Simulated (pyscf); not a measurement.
7 gas-phase steps of one pattern: four-centre exchange on the singlet surface, Al–N + H–O or As–Ga + H–O or B–N + H–O or Ga–N + H–O or H–O + In–N broken and Al–O + H–N or As–H + Ga–O or B–O + H–N or Ga–O + H–N or H–N + In–O formed. PySCF, gas phase, ωB97X-D3(BJ)/def2-SVP geometries. Electronic energies in kJ/mol, between the relaxed ends of the descent from the saddle (adducts or complexes of the species named), with the reactant end as zero; ΔE‡ and ΔE at ωB97X-D3(BJ)/def2-TZVP. Rows were drawn at random from the steps of this pattern with a verified saddle, stable references and a bound adduct at one end at least.

| row | step | ΔE | ΔE‡ |
|---|---|---|---|
| 1 | H₂O (SMILES O) + H₂N–Al(OH)–F (SMILES [NH2][Al]([OH])[F]) -> HO–Al(OH)–F (SMILES [OH][Al]([OH])[F]) + NH₃ (SMILES N) | -97.0 | 14.7 |
| 2 | H₂O (SMILES O) + H₂N–Ga(OH)–OH (SMILES [NH2][Ga]([OH])[OH]) -> HO–Ga(OH)–OH (SMILES [OH][Ga]([OH])[OH]) + NH₃ (SMILES N) | -70.7 | 24.4 |
| 3 | H₂O (SMILES O) + H₂N–GaH₂ (SMILES [NH2][GaH2]) -> HO–GaH₂ (SMILES [OH][GaH2]) + NH₃ (SMILES N) | -57.4 | 16.7 |
| 4 | HO–SnH₃ (SMILES [OH][SnH3]) + H₂B–NH₂ (SMILES BN) → H₂B–O–SnH₃ (SMILES B[O][SnH3]) + NH₃ (SMILES N) | -54.9 | 40.1 |
| 5 | H₂N–InH₂ (SMILES [NH2][InH2]) + H₂O (SMILES O) → NH₃ (SMILES N) + HO–InH₂ (SMILES [OH][InH2]) | -47.4 | 12.5 |
| 6 | H₂Ga–AsH₂ (SMILES [GaH2][AsH2]) + H₂O (SMILES O) → AsH₃ (SMILES [AsH3]) + HO–GaH₂ (SMILES [OH][GaH2]) | +17.7 | 108.3 |
| 7 | H₂N–B(NH₂)–NH₂ (SMILES NB(N)N) + H₂O (SMILES O) → H₂N–B(NH₂)–OH (SMILES NB(N)O) + NH₃ (SMILES N) | +20.3 | ? |

### Question
Fit ΔE‡ = a + b·ΔE to the other rows and predict row 7.

### Answer
Over the 6 complete rows the means are -51.6 (ΔE) and 36.1 (ΔE‡); least squares gives b = 0.85 and a = 80.0 kJ/mol, with residuals of 15.7 kJ/mol (root mean square; largest 27.2, row 5). For row 7: 80.0 + 0.85 × (+20.3) = 97.3 kJ/mol, an extrapolation. The computed barrier is 135.5 kJ/mol, 38.2 over the line. The scatter is large against the spread of the barriers, so the line says little here. Each barrier is that of the saddle found. Elements up to Kr have no core potential and no relativistic terms here. Elements past Kr carry the def2 core potentials, without spin-orbit coupling.
